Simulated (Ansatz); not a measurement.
# A workflow on SO2F2 (sulfuryl fluoride)

Wanted: a series of 22 runs (MP2/pcseg-0, MP2/pcseg-1, MP2/pcseg-2, MP2/pcseg-3, BLYP/cc-pVDZ, BLYP/jun-cc-pV(D+d)Z, BLYP/aug-cc-pVDZ, BLYP/cc-pVTZ, and more) of F2O2S. The setting varied is the number of roots, lower state search. 

Program for the calculation: Ansatz 0.2.0.

## (1) The system as given

SO2F2: 5 atoms, total charge 0, spin state singlet. As SMILES, `O=S(=O)(F)F`. The shape is that of a PBE0-D4/def2-TZVP optimisation.

Bond lengths: O1–S2 1.404 Å, S2–O3 1.404 Å, S2–F4 1.539 Å, S2–F5 1.539 Å. Angles: O1–S2–O3 124.9°, O1–S2–F4 108.1°, O1–S2–F5 108.1°, O3–S2–F4 108.1°, O3–S2–F5 108.1°, F4–S2–F5 95.6°.

## (2) Energy and forces at MP2/pcseg-0 (run 1)

The input, in.yaml:

```yaml
crystal:
  periodic: [false, false, false]
  atoms:
    - symbol: O
      position_ang: [-0.388200, -0.151100, 1.421700]
    - symbol: S
      position_ang: [0.070900, -0.096900, 0.095900]
    - symbol: O
      position_ang: [1.129600, -0.862200, -0.418700]
    - symbol: F
      position_ang: [-1.140900, -0.267600, -0.837400]
    - symbol: F
      position_ang: [0.328600, 1.377800, -0.261400]
basis:
  gaussian:
    orbitals: pcseg-0.json
output:
  forces: true
  orbitals: {seedname: orbitals}
magnetization:
  spin_polarized: false
  initial_magnetization: 0
correlation:
  method: mp2
  frozen_orbitals: {F: 1, O: 1, S: 5}
```

The basis set pcseg-0 is read from a file made from the Basis Set Exchange's data (not shown).

On the command line:

```sh
$ ansatz run in.yaml --threads 1 --pin off --max-ram 3480MiB --events-out events.jsonl --progress --plain --runs-dir runs
```

The log of the run:

```text
Warning: RAYON_NUM_THREADS=1 ignored (pool sized by the plan → 1); use --threads N
Functional definition: HF
  name "HF"
  exchange = exact_x
  correlation = 0
520 factors; integrals over basis functions are off by at most 1.7e-4 eV
mean field evaluation 1: about -20244.0440 eV, gradient 5.6e1 eV
mean field evaluation 2: about -20244.4209 eV, gradient 5.7e1 eV
mean field evaluation 4: about -20251.2100 eV, gradient 4.2e0 eV
mean field evaluation 8: about -20251.2802 eV, gradient 6.0e-2 eV
mean field -20251.28019488 eV, -744.2208203511 hartree, gradient 5.3e-6 eV, S^2 0.000000; 0 other end points of the search recorded, 0 dependent functions left out
9 core orbitals not correlated: weight in the atoms' cores, before any rotation towards them, 1.000 or more for the frozen orbitals, at most 0.000 for the correlated occupied ones
reference -20251.28019488 eV, -744.2208203511 hartree; 16, 16 occupied and 24, 24 virtual orbitals, 520 factors
second order -16.14055587 eV of doubles, -0.00000000 eV of singles
the calculation of the forces begins
mean field evaluation 16: about -20251.2802 eV, gradient 5.3e-6 eV
Total energy: -20267.42075075 eV, -744.8139748387 hartree
Atom 0 at    -0.388200    -0.151100     1.421700 Å, force    -3.550465    -0.451744    10.347272 eV/Å
Atom 1 at     0.070900    -0.096900     0.095900 Å, force    -0.533761     0.730703    -0.716851 eV/Å
Atom 2 at     1.129600    -0.862200    -0.418700 Å, force     8.264100    -5.988133    -3.976890 eV/Å
Atom 3 at    -1.140900    -0.267600    -0.837400 Å, force    -5.112488    -0.528707    -4.012269 eV/Å
Atom 4 at     0.328600     1.377800    -0.261400 Å, force     0.932615     6.237882    -1.641261 eV/Å
Dipole moment:    -0.075054     0.102555    -0.101616 e Å
```

Run time: 0.64 s. Hardware: 1 thread of Arm Neoverse V1, shared host; peak memory 0.092 GiB.

## (3) Energy and gradient at MP2/pcseg-1 (run 2)

The input, molecule.yaml:

```yaml
crystal:
  periodic: [false, false, false]
  atoms:
    - {symbol: O, position_ang: [-0.388200, -0.151100, 1.421700]}
    - {symbol: S, position_ang: [0.070900, -0.096900, 0.095900]}
    - {symbol: O, position_ang: [1.129600, -0.862200, -0.418700]}
    - {symbol: F, position_ang: [-1.140900, -0.267600, -0.837400]}
    - {symbol: F, position_ang: [0.328600, 1.377800, -0.261400]}
basis:
  gaussian: {orbitals: pcseg-1.json}
correlation: {method: mp2, frozen_orbitals: {F: 1, O: 1, S: 5}}
output: {forces: true, orbitals: {seedname: orbitals}}
```

The basis set pcseg-1 is read from a file made from the Basis Set Exchange's data (not shown).

On the command line:

```sh
$ ansatz run molecule.yaml --threads 1 --pin off --max-ram 3480MiB --events-out events.jsonl --progress --plain --runs-dir runs
```

The log of the run:

```text
Warning: RAYON_NUM_THREADS=1 ignored (pool sized by the plan → 1); use --threads N
Functional definition: HF
  name "HF"
  exchange = exact_x
  correlation = 0
668 factors; integrals over basis functions are off by at most 1.1e-3 eV
mean field evaluation 1: about -20290.3417 eV, gradient 6.0e1 eV
mean field evaluation 2: about -20290.4594 eV, gradient 6.0e1 eV
mean field evaluation 4: about -20296.5613 eV, gradient 3.8e0 eV
mean field evaluation 8: about -20296.5989 eV, gradient 8.2e-2 eV
mean field -20296.59898485 eV, -745.8862551642 hartree, gradient 2.5e-6 eV, S^2 0.000000; 0 other end points of the search recorded, 0 dependent functions left out
9 core orbitals not correlated: weight in the atoms' cores, before any rotation towards them, 1.000 or more for the frozen orbitals, at most 0.000 for the correlated occupied ones
reference -20296.59898485 eV, -745.8862551642 hartree; 16, 16 occupied and 49, 49 virtual orbitals, 668 factors
second order -24.06678040 eV of doubles, -0.00000000 eV of singles
the calculation of the forces begins
mean field evaluation 16: about -20296.5990 eV, gradient 2.5e-6 eV
Total energy: -20320.66576524 eV, -746.7706930307 hartree
Atom 0 at    -0.388200    -0.151100     1.421700 Å, force    -0.944223    -0.041373     2.527945 eV/Å
Atom 1 at     0.070900    -0.096900     0.095900 Å, force     0.619930    -0.846949     0.843454 eV/Å
Atom 2 at     1.129600    -0.862200    -0.418700 Å, force     2.024784    -1.433443    -1.071258 eV/Å
Atom 3 at    -1.140900    -0.267600    -0.837400 Å, force    -2.098932    -0.236646    -1.640171 eV/Å
Atom 4 at     0.328600     1.377800    -0.261400 Å, force     0.398441     2.558410    -0.659969 eV/Å
Dipole moment:    -0.088580     0.121025    -0.119918 e Å
```

Wall time 1.6 s (1 thread of Arm Neoverse V1, shared host); peak memory 0.13 GiB.

Runs 3 to 7 aren't shown in full; the table further down has their settings and results.

## (4) Energy and gradient at BLYP/cc-pVTZ (run 8)

The input, in.yaml:

```yaml
crystal:
  periodic: [false, false, false]
  atoms:
    - {symbol: O, position_ang: [-0.388200, -0.151100, 1.421700]}
    - {symbol: S, position_ang: [0.070900, -0.096900, 0.095900]}
    - {symbol: O, position_ang: [1.129600, -0.862200, -0.418700]}
    - {symbol: F, position_ang: [-1.140900, -0.267600, -0.837400]}
    - {symbol: F, position_ang: [0.328600, 1.377800, -0.261400]}
basis:
  gaussian: {orbitals: cc-pVTZ}
hamiltonian: {xc: {name: BLYP}}
output: {forces: true, orbitals: {seedname: orbitals}}
```

On the command line:

```sh
$ ansatz run in.yaml --threads 1 --pin off --max-ram 3480MiB --events-out events.jsonl --progress --plain --runs-dir runs
```

The log of the run:

```text
Warning: RAYON_NUM_THREADS=1 ignored (pool sized by the plan → 1); use --threads N
Functional definition: BLYP
  name "BLYP"
  parameter beta = 0.0042
  parameter a = 0.04918
  parameter b = 0.132
  parameter c = 0.2533
  parameter d = 0.349
  exchange = b88_x(beta = beta)
  correlation = lyp_c(a = a, b = b, c = c, d = d)
894 factors; their error is unknown
mean field evaluation 1: about -20352.4818 eV, gradient 9.5e1 eV
mean field evaluation 2: about -20289.8329 eV, gradient 2.1e2 eV
mean field evaluation 4: about -20365.0068 eV, gradient 1.8e1 eV
mean field evaluation 8: about -20365.3740 eV, gradient 1.6e-1 eV
mean field evaluation 16: about -20365.3740 eV, gradient 4.6e-5 eV
mean field -20365.37398403 eV, -748.4136897666 hartree, gradient 4.6e-5 eV, S^2 0.000000; 0 other end points of the search recorded, 0 dependent functions left out
the calculation of the forces begins
reference -20365.37418079 eV, -748.4136969974 hartree; 25, 25 occupied and 129, 129 virtual orbitals, 894 factors
Total energy: -20365.37418079 eV, -748.4136969974 hartree
Atom 0 at    -0.388200    -0.151100     1.421700 Å, force    -0.905824    -0.110150     2.626336 eV/Å
Atom 1 at     0.070900    -0.096900     0.095900 Å, force     0.158121    -0.215908     0.218393 eV/Å
Atom 2 at     1.129600    -0.862200    -0.418700 Å, force     2.099174    -1.519017    -1.016620 eV/Å
Atom 3 at    -1.140900    -0.267600    -0.837400 Å, force    -1.730926    -0.258446    -1.328253 eV/Å
Atom 4 at     0.328600     1.377800    -0.261400 Å, force     0.379455     2.103521    -0.499855 eV/Å
Dipole moment:    -0.107258     0.146552    -0.145168 e Å
```

Run time: 3.3 s. Hardware: 1 thread of Arm Neoverse V1, shared host; peak memory 0.15 GiB.

Runs 9 to 21 aren't shown in full; the table further down has their settings and results.

## (5) The triplet: a single-point energy at U-r2SCAN/pcseg-2 (run 22)

The input, input.yaml:

```yaml
crystal:
  periodic: [false, false, false]
  atoms:
    - {symbol: O, position_ang: [-0.388200, -0.151100, 1.421700]}
    - {symbol: S, position_ang: [0.070900, -0.096900, 0.095900]}
    - {symbol: O, position_ang: [1.129600, -0.862200, -0.418700]}
    - {symbol: F, position_ang: [-1.140900, -0.267600, -0.837400]}
    - {symbol: F, position_ang: [0.328600, 1.377800, -0.261400]}
basis:
  gaussian:
    orbitals: pcseg-2
magnetization:
  spin_polarized: true
  initial_magnetization: 2
hamiltonian:
  xc: r2scan
scf:
  lower_state_search: standard
```

On the command line:

```sh
$ ansatz run input.yaml --threads 1 --pin off --max-ram 3480MiB --events-out events.jsonl --progress --plain --runs-dir runs
```

The log of the run:

```text
Warning: RAYON_NUM_THREADS=1 ignored (pool sized by the plan → 1); use --threads N
Functional definition: r2SCAN
  name "r2SCAN"
  parameter k0 = 0.174
  parameter k1 = 0.065
  parameter a1 = 4.9479
  exchange = r2scan_x(k0 = k0, k1 = k1, a1 = a1)
  correlation = r2scan_c
868 factors; their error is unknown
mean field evaluation 1: about -20347.5139 eV, gradient 4.8e1 eV
mean field evaluation 2: about -20326.3039 eV, gradient 9.0e1 eV
mean field evaluation 4: about -20353.9816 eV, gradient 1.1e1 eV
mean field evaluation 8: about -20354.4228 eV, gradient 2.9e-1 eV
mean field evaluation 16: about -20354.3900 eV, gradient 3.4e-3 eV
mean field evaluation 32: about -20353.3186 eV, gradient 1.1e1 eV
mean field evaluation 64: about -20353.8607 eV, gradient 1.7e0 eV
mean field -20354.38998668 eV, -748.0100353096 hartree, gradient 1.6e-5 eV, S^2 2.010652; 8 other end points of the search recorded, 0 dependent functions left out
reference -20354.38999369 eV, -748.0100355669 hartree; 26, 24 occupied and 128, 130 virtual orbitals, 868 factors
Total energy: -20354.38999369 eV, -748.0100355669 hartree
```

Wall time 44 s (1 thread of Arm Neoverse V1, shared host); peak memory 0.37 GiB.

## (6) Overview of the runs

```tsv
run	level	number of roots	lower state search	partner	energy (Eh)	wall time
1	MP2/pcseg-0	–	default	base	-744.813975	0.64 s
2	MP2/pcseg-1	–	default	base	-746.770693	1.6 s
3	MP2/pcseg-2	–	default	base	-747.378487	8.4 s
4	MP2/pcseg-3	–	default	base	-747.547051	71 s
5	BLYP/cc-pVDZ	–	default	base	-748.201682	1.6 s
6	BLYP/jun-cc-pV(D+d)Z	–	default	base	-748.290358	3.3 s
7	BLYP/aug-cc-pVDZ	–	default	base	-748.253374	3.9 s
8	BLYP/cc-pVTZ	–	default	base	-748.413697	3.3 s
9	BLYP/jun-cc-pV(T+d)Z	–	default	base	-748.451389	7.2 s
10	BLYP/aug-cc-pVTZ	–	default	base	-748.422046	8.4 s
11	SC-NEVPT2(4,5)/cc-pVDZ	1	default	base	-746.883691	9.9 s
12	SC-NEVPT2(4,5)/cc-pVDZ (2 states averaged)	2	default	base	-746.699768 (average)	20 s
13	SC-NEVPT2(4,5)/cc-pVDZ (3 states averaged)	3	default	base	-746.649544 (average)	22 s
14	SC-NEVPT2(4,5)/cc-pVDZ (4 states averaged)	4	default	base	-746.616592 (average)	16 s
15	SC-NEVPT2(4,5)/cc-pVDZ (6 states averaged)	6	default	base	-746.573710 (average)	6.9 s
16	SC-NEVPT2(4,5)/cc-pVDZ (8 states averaged)	8	default	base	-746.528747 (average)	19 s
17	r2SCAN/pcseg-2	–	off	base	-748.312264	3.6 s
18	U-r2SCAN/pcseg-2	–	off	triplet	-748.010036	7.2 s
19	r2SCAN/pcseg-2	–	light	base	-748.312264	6 s
20	U-r2SCAN/pcseg-2	–	light	triplet	-748.010036	44 s
21	r2SCAN/pcseg-2	–	standard	base	-748.312264	6 s
22	U-r2SCAN/pcseg-2	–	standard	triplet	-748.010036	44 s
```

Convergence of the dipole moment (correlated density) of singlet SO2F2 with the basis set, against the last point:

```tsv
basis set	from the last (D)	wall time
pcseg-0	-0.3053	0.64 s
pcseg-1	-0.1645	1.6 s
pcseg-2	+0.0010	8.4 s
pcseg-3	+0.0000	71 s
```

Convergence of the HOMO energy (Hartree–Fock orbitals) of singlet SO2F2 with the basis set, against the last point:

```tsv
basis set	from the last (eV)	wall time
pcseg-0	-0.6226	0.64 s
pcseg-1	-0.1110	1.6 s
pcseg-2	-0.0436	8.4 s
pcseg-3	+0.0000	71 s
```

## (7) Outcome

```
                                        quantity          value
                   triplet, run 22: total energy  -748.01004 Eh
                           triplet, run 22: ⟨S²⟩          2.011
vertical energy of the triplet above the singlet       8.224 eV
```

For the dipole moment (correlated density) of singlet SO2F2 to stay within 0.05 D of the last point, pcseg-2 is the first point of the series from which all later ones do (8.4 s against 71 s). For the dipole moment (correlated density) of singlet SO2F2 to stay within 0.01 D of the last point, pcseg-2 is the first point of the series from which all later ones do (8.4 s against 71 s). For the HOMO energy (Hartree–Fock orbitals) of singlet SO2F2 to stay within 0.1 eV of the last point, pcseg-2 is the first point of the series from which all later ones do (8.4 s against 71 s). Totals of different functionals can't be ranked against each other. Rows marked as averages are means over several states, not the energy of one. All runs together took 5.2 min, the longest 71 s.
